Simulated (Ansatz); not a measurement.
Reaction (SMILES): PP (P2H4) + [H][H] (H2) → 2 P (PH3)
B3LYP-D3(BJ)/def2-TZVP geometries, fixed; electronic energies without zero-point terms.

Effect of the final integration grid (spheres per factor e of radius in core and valence, angular degree) at PBE/aug-cc-pV(T+d)Z with Ansatz (an electronic-structure program), against the last row, where the energy of full hydrogenation is -3.63 kcal/mol. The default's grid is 13, 11, 36.

| setting | largest shift of a total energy (mEh) | shift of the energy of full hydrogenation (kcal/mol) |
|---|---|---|
| accuracy: medium (default) | 0.000 | 0.000 |
| final_grid: 4, 3, 11 | -1.668 | 1.310 |
| final_grid: 6, 5, 17 | 0.047 | 0.086 |
| final_grid: 8, 7, 23 | 0.001 | 0.000 |
| final_grid: 10, 9, 29 | 0.000 | 0.000 |
| final_grid: 18, 15, 47 | 0.000 | 0.000 |
| final_grid: 26, 22, 59 | 0.000 | 0.000 |

Within 0.1 kcal/mol in the energy of full hydrogenation: accuracy: medium (default); final_grid: 6, 5, 17; final_grid: 8, 7, 23; final_grid: 10, 9, 29; final_grid: 18, 15, 47. The largest shift is 1.668 mEh in a total energy and 1.310 kcal/mol in the difference.
